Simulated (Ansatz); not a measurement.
A nudged elastic band was laid between two geometries of C3H6N2O (12 atoms, charge 0, multiplicity 1).

Method: Ansatz, RKS B3LYP-D4/6-31G*.

```json
{"movable images": "7", "climbing image": "yes", "spring": "5.0 eV/Å²", "optimiser": "quadratic models (default)", "start path": "through a guess of the saddle point", "force threshold": "0.03 eV/Å", "iteration limit": "53", "end points": "relaxed"}
```

Image 0:

```xyz
12
Properties=species:S:1:pos:R:3
C -0.478 -1.035 1.037
N 0.417 -0.101 0.370
C 0.962 -0.328 -1.009
N 0.504 1.041 -1.402
C -0.021 1.080 -0.220
O -0.777 1.995 0.394
H 0.094 -1.910 1.359
H -1.311 -1.372 0.398
H -0.894 -0.552 1.925
H 2.046 -0.470 -1.028
H 0.444 -1.127 -1.550
H -0.910 2.722 -0.240
```

Image 8:

```xyz
12
Properties=species:S:1:pos:R:3
C -0.713 -1.093 1.080
N 0.116 -0.312 0.197
C 1.020 -0.672 -0.797
N 0.836 0.598 -1.403
C -0.075 0.942 -0.390
O 0.002 2.123 0.320
H -0.088 -1.828 1.595
H -1.515 -1.619 0.547
H -1.158 -0.427 1.825
H 1.569 1.213 -1.731
H 0.898 -1.596 -1.369
H -0.815 2.616 0.159
```

Task: What changes between the two ends?

Result: Bonds broken: C3–H10. Bonds formed: N4–H10.

Task: What energy profile does the band end with?

Result: The run converged. The highest image is number 4 of 0 to 8, 290.1 kJ/mol above the first end and 100.2 kJ/mol above the last; the last end lies 189.8 kJ/mol above the first. Neighbouring images differ by up to 2.2 eV, so the band resolves the path poorly. A vibrational analysis at the climbing image gives one clearly imaginary mode, 1382i cm⁻¹: a first-order saddle point. The orbitals stay closed-shell, which can raise the energy where a bond breaks towards radicals; this wasn't checked here.

```json
{"image": "0", "path coordinate (Å)": "0.00", "energy (kJ/mol)": "0.0", "C3–H10 (Å)": "1.09", "N4–H10 (Å)": "2.19"}
{"image": "1", "path coordinate (Å)": "0.73", "energy (kJ/mol)": "3.2", "C3–H10 (Å)": "1.09", "N4–H10 (Å)": "2.19"}
{"image": "2", "path coordinate (Å)": "1.46", "energy (kJ/mol)": "15.0", "C3–H10 (Å)": "1.09", "N4–H10 (Å)": "2.15"}
{"image": "3", "path coordinate (Å)": "2.18", "energy (kJ/mol)": "76.7", "C3–H10 (Å)": "1.10", "N4–H10 (Å)": "1.83"}
{"image": "4", "path coordinate (Å)": "2.91", "energy (kJ/mol)": "290.1", "C3–H10 (Å)": "1.46", "N4–H10 (Å)": "1.15"}
{"image": "5", "path coordinate (Å)": "3.55", "energy (kJ/mol)": "219.6", "C3–H10 (Å)": "2.00", "N4–H10 (Å)": "1.02"}
{"image": "6", "path coordinate (Å)": "4.19", "energy (kJ/mol)": "196.6", "C3–H10 (Å)": "2.15", "N4–H10 (Å)": "1.01"}
{"image": "7", "path coordinate (Å)": "4.84", "energy (kJ/mol)": "191.5", "C3–H10 (Å)": "2.17", "N4–H10 (Å)": "1.01"}
{"image": "8", "path coordinate (Å)": "5.48", "energy (kJ/mol)": "189.8", "C3–H10 (Å)": "2.17", "N4–H10 (Å)": "1.01"}
```

Task: What is the geometry of the highest image?

Result: 
```xyz
12
Properties=species:S:1:pos:R:3
C -0.626 -1.073 1.109
N -0.147 -0.353 -0.051
C 0.834 -0.644 -1.055
N 0.756 0.892 -1.411
C -0.071 0.949 -0.337
O -0.418 1.968 0.478
H 0.170 -1.195 1.852
H -0.987 -2.060 0.807
H -1.451 -0.512 1.555
H 1.764 0.486 -1.028
H 0.526 -1.303 -1.870
H -0.273 2.791 -0.016
```

The run took 11 min on 2 threads of Arm Neoverse V2 (shared host), peak memory 0.22 GiB.
